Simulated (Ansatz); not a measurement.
# C2H4 + CH3F: molecular dynamics, part 1 of 2

Aim: follow the two partners and see whether they stay together, part or react. The start is relaxed first. Runs: 250 steps of 0.5 fs at constant energy, with velocities drawn for 300 K; 250 steps of 0.5 fs under a Langevin thermostat at 700 K. SMILES of the start: C=C.CF.

All numbers below are computed with Ansatz 0.2.0 (RKS PBE-D4/6-31G).

**1. Starting point**

Bond lengths: C1–C2 1.316 Å, C1–H3 1.078 Å, C1–H4 1.079 Å, C2–H5 1.078 Å, C2–H6 1.078 Å, C7–F8 1.364 Å, C7–H9 1.091 Å, C7–H10 1.091 Å, C7–H11 1.091 Å. Angles: C1–C2–H5 122.1°, C1–C2–H6 121.9°, H5–C2–H6 116.0°, C2–C1–H3 122.0°, C2–C1–H4 122.1°, H3–C1–H4 115.9°, F8–C7–H9 108.3°, F8–C7–H10 108.0°, F8–C7–H11 108.1°, H9–C7–H10 110.7°, H9–C7–H11 110.8°, H10–C7–H11 110.8°.

Coordinates:

```xyz
11

C    -0.3451   -0.5106   -1.3766
C     0.3027    0.4086   -2.0596
H     0.0761   -1.4842   -1.1865
H    -1.3357   -0.3411   -0.9844
H    -0.1195    1.3813   -2.2538
H     1.2902    0.2344   -2.4562
C     0.0121    0.0311    2.0036
F     0.3032    0.6446    3.1869
H     0.7759    0.3090    1.2763
H    -0.9711    0.3734    1.6788
H     0.0112   -1.0465    2.1716
```

**2. Preparing the start**

input.yaml

```yaml
crystal:
  periodic: [false, false, false]
  atoms:
    - { symbol: C, position_ang: [-0.3451, -0.5106, -1.3766] }
    - { symbol: C, position_ang: [0.3027, 0.4086, -2.0596] }
    - { symbol: H, position_ang: [0.0761, -1.4842, -1.1865] }
    - { symbol: H, position_ang: [-1.3357, -0.3411, -0.9844] }
    - { symbol: H, position_ang: [-0.1195, 1.3813, -2.2538] }
    - { symbol: H, position_ang: [1.2902, 0.2344, -2.4562] }
    - { symbol: C, position_ang: [0.0121, 0.0311, 2.0036] }
    - { symbol: F, position_ang: [0.3032, 0.6446, 3.1869] }
    - { symbol: H, position_ang: [0.7759, 0.309, 1.2763] }
    - { symbol: H, position_ang: [-0.9711, 0.3734, 1.6788] }
    - { symbol: H, position_ang: [0.0112, -1.0465, 2.1716] }
basis:
  gaussian: { orbitals: "6-31G" }
hamiltonian:
  xc: pbe
  dispersion: d4
relax:
  f_tol: 0.02
  max_steps: 40
scf:
  lower_state_search: "off"
```

Command:

```sh
> ansatz run input.yaml --threads 1 --pin off --max-ram 2048MiB --backend cpu --events-out ev --progress --plain --runs-dir out
```

The log of the run (excerpt; [...] marks lines left out):

```text
Warning: RAYON_NUM_THREADS=1 ignored (pool sized by the plan → 1); use --threads N
[...]
Functional definition: PBE
[...]
747 factors; integrals over basis functions are off by at most 2.0e-4 eV
[...]
mean field -5932.01384063 eV, -217.9974877797 hartree, gradient 2.2e-6 eV, S^2 0.000000; 0 other end points of the search recorded, 0 dependent functions left out
[...]
reference -5932.01386185 eV, -217.9974885597 hartree; 17, 17 occupied and 33, 33 virtual orbitals, 747 factors
relax step   1: F+E_penalty+E_count = -5932.12699183 eV  Δ(F+E_penalty+E_count) = +0.000e0 eV  max|allowed force component| = 2.721e0 eV/Å  Δτ_max = 0.0000 Å  (14 SCF iters, accepted)
[...]
relax step   3: F+E_penalty+E_count = -5932.30616383 eV  Δ(F+E_penalty+E_count) = -1.818e-2 eV  max|allowed force component| = 3.410e-1 eV/Å  Δτ_max = 0.1030 Å  (18 SCF iters, accepted)
[...]
relax step   5: F+E_penalty+E_count = -5932.31980885 eV  Δ(F+E_penalty+E_count) = -6.834e-3 eV  max|allowed force component| = 2.005e-2 eV/Å  Δτ_max = 0.1268 Å  (17 SCF iters, accepted)
[...]
relax step   7: F+E_penalty+E_count = -5932.32884287 eV  Δ(F+E_penalty+E_count) = -4.589e-3 eV  max|allowed force component| = 2.014e-1 eV/Å  Δτ_max = 0.0618 Å  (17 SCF iters, accepted)
[...]
relax step   9: F+E_penalty+E_count = -5932.33343251 eV  Δ(F+E_penalty+E_count) = -3.289e-3 eV  max|allowed force component| = 7.025e-2 eV/Å  Δτ_max = 0.0457 Å  (17 SCF iters, accepted)
[...]
relax step  10: F+E_penalty+E_count = -5932.33412321 eV  Δ(F+E_penalty+E_count) = -6.907e-4 eV  max|allowed force component| = 4.517e-3 eV/Å  Δτ_max = 0.0311 Å  (17 SCF iters, accepted)
[...]
relax step  11: F+E_penalty+E_count = -5932.33432573 eV  Δ(F+E_penalty+E_count) = -2.025e-4 eV  max|allowed force component| = 1.626e-2 eV/Å  Δτ_max = 0.0422 Å  (17 SCF iters, accepted)
Total energy: -5932.33434617 eV, -218.0092661412 hartree
Atom 0 at    -0.528766    -0.719111    -1.438432 Å, force    -0.016256    -0.005426     0.000858 eV/Å
Atom 1 at     0.283507     0.330161    -1.656921 Å, force     0.013122     0.001802     0.000723 eV/Å
Atom 2 at    -0.147028    -1.743502    -1.375268 Å, force     0.001475    -0.002188     0.000559 eV/Å
Atom 3 at    -1.611880    -0.600944    -1.324994 Å, force     0.011579     0.002284    -0.003745 eV/Å
Atom 4 at    -0.098887     1.353457    -1.732293 Å, force    -0.001346     0.001063    -0.000140 eV/Å
Atom 5 at     1.365004     0.208782    -1.781213 Å, force    -0.009848     0.002182    -0.000130 eV/Å
Atom 6 at     0.140776     0.225996     1.794286 Å, force     0.003854    -0.001335    -0.002673 eV/Å
Atom 7 at     0.280409     0.399562     3.217431 Å, force    -0.000972    -0.001306    -0.004281 eV/Å
Atom 8 at     0.951078     0.765944     1.277833 Å, force    -0.001009    -0.001139     0.002411 eV/Å
Atom 9 at    -0.833606     0.626293     1.471389 Å, force    -0.002472     0.002784     0.001576 eV/Å
Atom 10 at     0.199394    -0.846638     1.548282 Å, force     0.001875     0.001279     0.004842 eV/Å
Dipole moment:    -0.046137    -0.060528    -0.493612 e Å
Checks for a lower state left out: stability, starts, cluster_reference, orbital_swaps, neighbouring_geometries, increment
```

Run time: 13 s. Hardware: 1 thread of Arm Neoverse V2, shared host; peak memory 0.1 GiB.

The steps of the relaxation:

```csv
step,energy from step 1 (eV),largest force component (eV/Å)
1,0.0000,2.7212
2,-0.1610,0.8367
3,-0.1792,0.3410
4,-0.1860,0.0795
5,-0.1928,0.0201
6,-0.1973,0.3229
7,-0.2019,0.2014
8,-0.2032,0.2018
9,-0.2064,0.0702
10,-0.2071,0.0045
11,-0.2073,0.0163
```

Step 1 is the start.

After: Bond lengths: C1–C2 1.345 Å, C1–H3 1.095 Å, C1–H4 1.095 Å, C2–H5 1.095 Å, C2–H6 1.095 Å, C7–F8 1.440 Å, C7–H9 1.102 Å, C7–H10 1.102 Å, C7–H11 1.102 Å. Angles: C1–C2–H5 122.0°, C1–C2–H6 121.9°, H5–C2–H6 116.1°, C2–C1–H3 121.9°, C2–C1–H4 122.0°, H3–C1–H4 116.1°, F8–C7–H9 109.4°, F8–C7–H10 109.4°, F8–C7–H11 109.4°, H9–C7–H10 109.6°, H9–C7–H11 109.5°, H10–C7–H11 109.6°.

**3. Run 1**

250 steps of 0.5 fs at constant energy, with velocities drawn for 300 K, from the relaxed start.

input.yaml

```yaml
crystal:
  periodic: [false, false, false]
  atoms:
    - { symbol: C, position_ang: [-0.528766, -0.719111, -1.438432] }
    - { symbol: C, position_ang: [0.283507, 0.330161, -1.656921] }
    - { symbol: H, position_ang: [-0.147028, -1.743502, -1.375268] }
    - { symbol: H, position_ang: [-1.61188, -0.600944, -1.324994] }
    - { symbol: H, position_ang: [-0.098887, 1.353457, -1.732293] }
    - { symbol: H, position_ang: [1.365004, 0.208782, -1.781213] }
    - { symbol: C, position_ang: [0.140776, 0.225996, 1.794286] }
    - { symbol: F, position_ang: [0.280409, 0.399562, 3.217431] }
    - { symbol: H, position_ang: [0.951078, 0.765944, 1.277833] }
    - { symbol: H, position_ang: [-0.833606, 0.626293, 1.471389] }
    - { symbol: H, position_ang: [0.199394, -0.846638, 1.548282] }
basis:
  gaussian: { orbitals: "6-31G" }
hamiltonian:
  xc: pbe
  dispersion: d4
md:
  timestep: 0.5
  n_steps: 250
  ensemble: nve
  temperature: 300.0
  initial_velocities: maxwell_boltzmann
  seed: 964509
scf:
  lower_state_search: "off"
```

Command:

```sh
> ansatz run input.yaml --threads 1 --pin off --max-ram 2048MiB --backend cpu --events-out ev --progress --plain --runs-dir out
```

The log of the run (excerpt; [...] marks lines left out):

```text
Warning: RAYON_NUM_THREADS=1 ignored (pool sized by the plan → 1); use --threads N
[...]
[... 1 set-up line as earlier in the session ...]
[...]
749 factors; integrals over basis functions are off by at most 2.1e-4 eV
[...]
mean field -5932.21289876 eV, -218.0048030312 hartree, gradient 4.2e-6 eV, S^2 0.000000; 0 other end points of the search recorded, 0 dependent functions left out
[...]
reference -5932.21291901 eV, -218.0048037751 hartree; 17, 17 occupied and 33, 33 virtual orbitals, 749 factors
md step     0: t =     0.00 fs  T =   300.0 K  F+E_penalty+E_count = -5932.33433555 eV  E_kin = 0.349002 eV  conserved = -5931.98533355 eV  (13 SCF iters)
[...]
md step    18: t =     9.00 fs  T =   193.1 K  F+E_penalty+E_count = -5932.20825133 eV  E_kin = 0.224623 eV  conserved = -5931.98362875 eV  (18 SCF iters)
[...]
md step    36: t =    18.00 fs  T =   135.7 K  F+E_penalty+E_count = -5932.14100464 eV  E_kin = 0.157861 eV  conserved = -5931.98314365 eV  (19 SCF iters)
[...]
md step    54: t =    27.00 fs  T =   196.6 K  F+E_penalty+E_count = -5932.21354262 eV  E_kin = 0.228713 eV  conserved = -5931.98482977 eV  (18 SCF iters)
[...]
md step    72: t =    36.00 fs  T =   170.2 K  F+E_penalty+E_count = -5932.18182724 eV  E_kin = 0.198021 eV  conserved = -5931.98380639 eV  (19 SCF iters)
md step    73: t =    36.50 fs  T =   183.8 K  F+E_penalty+E_count = -5932.19805526 eV  E_kin = 0.213803 eV  conserved = -5931.98425238 eV  (18 SCF iters)
```

**4. The log goes on: dynamics from the start**

Output, continued (excerpt; [...] marks lines left out):

```text
md step    74: t =    37.00 fs  T =   192.7 K  F+E_penalty+E_count = -5932.20881091 eV  E_kin = 0.224191 eV  conserved = -5931.98462009 eV  (19 SCF iters)
[...]
md step    98: t =    49.00 fs  T =   168.5 K  F+E_penalty+E_count = -5932.18046991 eV  E_kin = 0.196026 eV  conserved = -5931.98444353 eV  (19 SCF iters)
[...]
md step   122: t =    61.00 fs  T =   111.3 K  F+E_penalty+E_count = -5932.11268949 eV  E_kin = 0.129464 eV  conserved = -5931.98322521 eV  (20 SCF iters)
[...]
md step   146: t =    73.00 fs  T =   101.8 K  F+E_penalty+E_count = -5932.10213231 eV  E_kin = 0.118482 eV  conserved = -5931.98365064 eV  (19 SCF iters)
[...]
md step   170: t =    85.00 fs  T =   107.6 K  F+E_penalty+E_count = -5932.10903941 eV  E_kin = 0.125128 eV  conserved = -5931.98391186 eV  (19 SCF iters)
md step   171: t =    85.50 fs  T =   107.6 K  F+E_penalty+E_count = -5932.10897869 eV  E_kin = 0.125153 eV  conserved = -5931.98382562 eV  (19 SCF iters)
md step   172: t =    86.00 fs  T =   108.3 K  F+E_penalty+E_count = -5932.10976418 eV  E_kin = 0.126036 eV  conserved = -5931.98372822 eV  (19 SCF iters)
```

**5. The log goes on: dynamics from the start**

The log, continued (excerpt; [...] marks lines left out):

```text
md step   173: t =    86.50 fs  T =   111.1 K  F+E_penalty+E_count = -5932.11287254 eV  E_kin = 0.129214 eV  conserved = -5931.98365857 eV  (19 SCF iters)
[...]
md step   192: t =    96.00 fs  T =   104.8 K  F+E_penalty+E_count = -5932.10566372 eV  E_kin = 0.121919 eV  conserved = -5931.98374441 eV  (19 SCF iters)
[...]
md step   211: t =   105.50 fs  T =   119.2 K  F+E_penalty+E_count = -5932.12263599 eV  E_kin = 0.138713 eV  conserved = -5931.98392344 eV  (19 SCF iters)
[...]
md step   230: t =   115.00 fs  T =   135.1 K  F+E_penalty+E_count = -5932.14122953 eV  E_kin = 0.157195 eV  conserved = -5931.98403425 eV  (20 SCF iters)
[...]
md step   249: t =   124.50 fs  T =   153.7 K  F+E_penalty+E_count = -5932.16270705 eV  E_kin = 0.178843 eV  conserved = -5931.98386385 eV  (19 SCF iters)
[...]
Atom 2 at    -0.743965    -1.530000    -2.433359 Å, force     0.099002     0.300392     0.325303 eV/Å
Atom 3 at    -0.902639    -1.177343    -0.627674 Å, force    -0.353989    -0.399593     0.770498 eV/Å
Atom 4 at     0.492103     0.874029    -0.857687 Å, force    -0.214724    -0.174024    -0.041117 eV/Å
Atom 5 at     0.592409     0.525585    -2.635388 Å, force     0.464536     0.369638    -1.059742 eV/Å
Atom 6 at     0.346032     0.680477     1.905268 Å, force    -0.623067    -0.458506    -0.309124 eV/Å
Atom 7 at     0.141780     0.212703     3.252385 Å, force     0.236289    -0.035172    -0.036063 eV/Å
Atom 8 at     1.251758     1.299288     1.839074 Å, force     0.216334    -0.175140     0.029791 eV/Å
Atom 9 at    -0.523287     1.305328     1.649023 Å, force    -0.066846     0.088684    -0.142657 eV/Å
Atom 10 at     0.367079    -0.198556     1.202017 Å, force     0.243343     0.556534     0.506651 eV/Å
Dipole moment:     0.049530     0.130940    -0.433724 e Å
Checks for a lower state left out: stability, starts, cluster_reference, orbital_swaps, neighbouring_geometries, increment
```

Wall time 4.7 min (1 thread of Arm Neoverse V2, shared host); peak memory 0.087 GiB.

**6. The trajectory**

The trajectory, every 18 steps (energies from step 0):

```csv
time (fs),T (K),potential energy change (meV/atom),total energy change (meV/atom),closest contact of the partners (Å)
0.0,300,0.0,0.00,3.04
9.0,193,11.5,0.15,2.99
18.0,136,17.6,0.20,2.91
27.0,197,11.0,0.05,2.74
36.0,170,13.9,0.14,2.50
45.0,154,15.6,0.18,2.37
54.0,154,15.6,0.10,2.28
63.0,121,19.1,0.11,2.20
72.0,105,20.8,0.19,2.14
81.0,165,14.3,0.11,2.14
90.0,183,12.5,0.09,2.27
99.0,150,15.9,0.13,2.23
108.0,127,18.5,0.15,2.31
117.0,112,20.0,0.16,2.32
125.0,154,15.6,0.12,2.33
```

time (fs), T (K) and a bar:
```
      0.0        300 ##############################
      5.5        184 ###########
     11.0        276 ##########################
     16.5        189 ############
     21.5        254 #######################
     27.0        197 #############
     32.5        221 #################
     38.0        181 ###########
     43.5        189 ############
     49.0        169 #########
     54.5        146 #####
     60.0        152 ######
     65.0        127 ##
     70.5        159 ########
     76.0        112 
     81.5        147 ######
     87.0        117 #
     92.5        136 ####
     98.0        125 ##
    103.5        137 ####
    108.5        138 ####
    114.0        140 ####
    119.5        151 ######
    125.0        154 #######
```

Maxima of the velocity power spectrum (cm⁻¹, relative height; resolution about 530 cm⁻¹): 1470 (63), 3140 (49).

**7. Frames from the trajectory**

Extended XYZ, with forces in eV/Å:

```xyz
11
time_fs=15.5 T=191 dE=0.1280
C    -0.523   -0.756   -1.428    0.306    1.234    0.022
C     0.295    0.334   -1.636   -0.570   -1.716    0.008
H    -0.215   -1.794   -1.638    0.063    0.314    0.017
H    -1.560   -0.642   -1.031    0.575   -0.004   -0.252
H    -0.049    1.358   -1.433    0.150   -0.130   -0.053
H     1.321    0.174   -2.037   -0.540    0.314    0.234
C     0.149    0.301    1.771   -1.260    0.159    0.371
F     0.271    0.364    3.210   -0.124    0.006   -0.024
H     0.987    0.858    1.352    0.188   -0.153   -0.432
H    -0.834    0.736    1.449    0.547    0.261    0.270
H     0.054   -0.746    1.468    0.665   -0.285   -0.160
11
time_fs=31.0 T=192 dE=0.1268
C    -0.511   -0.765   -1.412    1.027    0.256   -0.698
C     0.289    0.298   -1.623   -0.818    0.238    0.670
H    -0.243   -1.709   -1.892   -0.359   -0.252    0.154
H    -1.395   -0.668   -0.809   -0.599   -0.257    0.344
H     0.041    1.258   -1.147    0.190    0.024   -0.206
H     1.170    0.254   -2.239    0.535    0.007   -0.328
C     0.136    0.370    1.766    1.598   -0.673   -0.372
F     0.258    0.330    3.197    0.093    0.030    0.025
H     1.036    0.855    1.297   -0.371   -0.053    0.479
H    -0.733    0.958    1.516   -0.787    0.088   -0.338
H     0.152   -0.675    1.359   -0.508    0.592    0.270
11
time_fs=47.0 T=182 dE=0.1382
C    -0.489   -0.783   -1.421   -1.353   -0.915    0.923
C     0.276    0.286   -1.595    1.369    0.879   -1.077
H    -0.440   -1.693   -2.035    0.186    0.207   -0.022
H    -1.260   -0.833   -0.609    0.463    0.110   -0.561
H     0.232    1.218   -1.018   -0.237   -0.170    0.191
H     1.047    0.324   -2.404   -0.469   -0.106    0.438
C     0.148    0.436    1.759   -0.499    0.569    0.159
F     0.246    0.299    3.188   -0.067    0.077   -0.006
H     1.064    0.873    1.372    0.472    0.500   -0.056
H    -0.730    1.102    1.498    0.609   -0.704    0.165
H     0.097   -0.551    1.309   -0.472   -0.446   -0.153
11
time_fs=62.5 T=111 dE=0.2215
C    -0.488   -0.799   -1.414   -0.056   -0.884   -1.060
C     0.278    0.274   -1.606   -0.227    0.587    0.981
H    -0.546   -1.622   -2.136    0.205    0.090   -0.203
H    -1.149   -0.979   -0.590   -0.384    0.261    0.900
H     0.314    1.080   -0.863   -0.041    0.038   -0.045
H     0.903    0.435   -2.461    0.446   -0.102   -0.745
C     0.181    0.494    1.763    0.163   -0.657    0.058
F     0.229    0.275    3.183    0.027   -0.036    0.157
H     1.131    1.004    1.459   -0.533   -0.630   -0.146
H    -0.677    1.109    1.541   -0.548    0.928   -0.090
H    -0.073   -0.476    1.258    0.947    0.404    0.193
11
time_fs=78.0 T=146 dE=0.1806
C    -0.495   -0.832   -1.451   -0.026    0.529    1.075
C     0.269    0.268   -1.596    0.228   -0.261   -1.282
H    -0.592   -1.548   -2.267   -0.191   -0.240    0.140
H    -1.007   -0.991   -0.463    0.151   -0.250   -1.010
H     0.375    1.020   -0.812    0.123    0.089   -0.064
H     0.794    0.434   -2.581   -0.336    0.126    0.988
C     0.195    0.547    1.784   -0.315    0.992    0.347
F     0.213    0.252    3.190   -0.190    0.124    0.033
H     1.155    0.985    1.513    0.452    0.298   -0.078
H    -0.619    1.286    1.525    0.424   -0.667    0.304
H     0.098   -0.376    1.241   -0.321   -0.740   -0.452
11
time_fs=94.0 T=113 dE=0.2191
C    -0.508   -0.869   -1.476    1.445    1.934   -1.101
C     0.264    0.271   -1.627   -1.366   -1.845    0.967
H    -0.668   -1.532   -2.341   -0.055    0.054    0.300
H    -0.984   -1.110   -0.540   -0.264   -0.236    0.467
H     0.465    0.954   -0.792   -0.100   -0.034   -0.099
H     0.720    0.523   -2.566    0.309    0.137   -0.662
C     0.240    0.600    1.818    1.216   -0.897   -0.606
F     0.187    0.236    3.206    0.321   -0.032   -0.019
H     1.217    1.074    1.522   -0.419   -0.058    0.646
H    -0.562    1.305    1.656   -0.616    0.253   -0.499
H     0.207   -0.332    1.174   -0.470    0.723    0.607
11
time_fs=109.5 T=159 dE=0.1655
C    -0.504   -0.866   -1.525   -0.382   -0.529    0.658
C     0.243    0.240   -1.655    0.182    0.315   -0.674
H    -0.735   -1.532   -2.355    0.072   -0.046   -0.300
H    -0.943   -1.220   -0.558    0.324    0.468   -0.502
H     0.428    0.898   -0.799    0.146    0.062   -0.096
H     0.676    0.558   -2.642   -0.353   -0.253    0.837
C     0.288    0.645    1.854   -0.655    0.536    0.578
F     0.171    0.222    3.225   -0.353    0.044    0.176
H     1.246    1.165    1.800    0.201    0.117   -0.534
H    -0.564    1.301    1.546    0.382    0.029    0.446
H     0.207   -0.231    1.236    0.435   -0.743   -0.588
11
time_fs=125.0 T=154 dE=0.1712
C    -0.501   -0.875   -1.573   -1.155   -1.858   -0.527
C     0.210    0.215   -1.693    1.154    1.785    0.484
H    -0.744   -1.530   -2.433    0.099    0.300    0.325
H    -0.903   -1.177   -0.628   -0.354   -0.400    0.770
H     0.492    0.874   -0.858   -0.215   -0.174   -0.041
H     0.592    0.526   -2.635    0.465    0.370   -1.060
C     0.346    0.680    1.905   -0.623   -0.459   -0.309
F     0.142    0.213    3.252    0.236   -0.035   -0.036
H     1.252    1.299    1.839    0.216   -0.175    0.030
H    -0.523    1.305    1.649   -0.067    0.089   -0.143
H     0.367   -0.199    1.202    0.243    0.556    0.507
```

Reading of run 1. The temperature starts at 300 K and averages 139 K in the second half, where it ranges from 100 to 189 K; a mean near half the start is what vibrations about a minimum give, since they share energy equally between motion and strain. The total energy strays from its start by at most 0.24 meV/atom, 1.4 % of the mean kinetic energy, which is good for a step of 0.5 fs. The bonds all hold. The partners' closest contact goes from 3.04 to 2.33 Å; so short a run doesn't show whether they stay bound.

**8. Run 2**

250 steps of 0.5 fs under a Langevin thermostat at 700 K, from the relaxed start.

Edit input.yaml of step 3 so:

```diff
@@ -22,6 +22,7 @@
   n_steps: 250
-  ensemble: nve
-  temperature: 300.0
+  ensemble: nvt_langevin
+  temperature: 700.0
   initial_velocities: maxwell_boltzmann
-  seed: 964509
+  seed: 84335
+  friction: 0.02
 scf:
```

Command:

```sh
> ansatz run input.yaml --threads 1 --pin off --max-ram 2048MiB --backend cpu --events-out ev --progress --plain --runs-dir out
```

The log of the run (excerpt; [...] marks lines left out):

```text
Warning: RAYON_NUM_THREADS=1 ignored (pool sized by the plan → 1); use --threads N
[...]
[... 1 set-up line as earlier in the session ...]
[...]
749 factors; integrals over basis functions are off by at most 2.1e-4 eV
[...]
mean field -5932.21289876 eV, -218.0048030312 hartree, gradient 4.2e-6 eV, S^2 0.000000; 0 other end points of the search recorded, 0 dependent functions left out
[...]
reference -5932.21291901 eV, -218.0048037751 hartree; 17, 17 occupied and 33, 33 virtual orbitals, 749 factors
md step     0: t =     0.00 fs  T =   636.4 K  F+E_penalty+E_count = -5932.33433555 eV  E_kin = 0.904820 eV  (13 SCF iters)
[...]
md step    18: t =     9.00 fs  T =   278.3 K  F+E_penalty+E_count = -5931.70642663 eV  E_kin = 0.395696 eV  (19 SCF iters, 3 dispersion substeps)
[...]
md step    36: t =    18.00 fs  T =   326.0 K  F+E_penalty+E_count = -5932.09511836 eV  E_kin = 0.463468 eV  (18 SCF iters, 3 dispersion substeps)
[...]
md step    54: t =    27.00 fs  T =   359.5 K  F+E_penalty+E_count = -5931.85874223 eV  E_kin = 0.511101 eV  (20 SCF iters, 3 dispersion substeps)
[...]
md step    71: t =    35.50 fs  T =   459.4 K  F+E_penalty+E_count = -5932.02701634 eV  E_kin = 0.653253 eV  (18 SCF iters, 3 dispersion substeps)
md step    72: t =    36.00 fs  T =   426.9 K  F+E_penalty+E_count = -5932.03857421 eV  E_kin = 0.607023 eV  (18 SCF iters, 3 dispersion substeps)
```

**9. The output, continued: dynamics from the start**

The log, continued (excerpt; [...] marks lines left out):

```text
md step    73: t =    36.50 fs  T =   437.2 K  F+E_penalty+E_count = -5932.05297170 eV  E_kin = 0.621620 eV  (18 SCF iters, 3 dispersion substeps)
[...]
md step    97: t =    48.50 fs  T =   470.2 K  F+E_penalty+E_count = -5931.90072574 eV  E_kin = 0.668543 eV  (20 SCF iters, 3 dispersion substeps)
[...]
md step   121: t =    60.50 fs  T =   550.5 K  F+E_penalty+E_count = -5931.81845091 eV  E_kin = 0.782784 eV  (18 SCF iters, 3 dispersion substeps)
[...]
md step   145: t =    72.50 fs  T =   651.9 K  F+E_penalty+E_count = -5931.86765549 eV  E_kin = 0.926929 eV  (18 SCF iters, 3 dispersion substeps)
[...]
md step   169: t =    84.50 fs  T =   807.4 K  F+E_penalty+E_count = -5931.89786320 eV  E_kin = 1.148079 eV  (19 SCF iters, 3 dispersion substeps)
md step   170: t =    85.00 fs  T =   878.7 K  F+E_penalty+E_count = -5931.90461655 eV  E_kin = 1.249400 eV  (19 SCF iters, 3 dispersion substeps)
md step   171: t =    85.50 fs  T =   806.9 K  F+E_penalty+E_count = -5931.89917772 eV  E_kin = 1.147311 eV  (20 SCF iters, 3 dispersion substeps)
```

(Continued in part 2 of 2.)
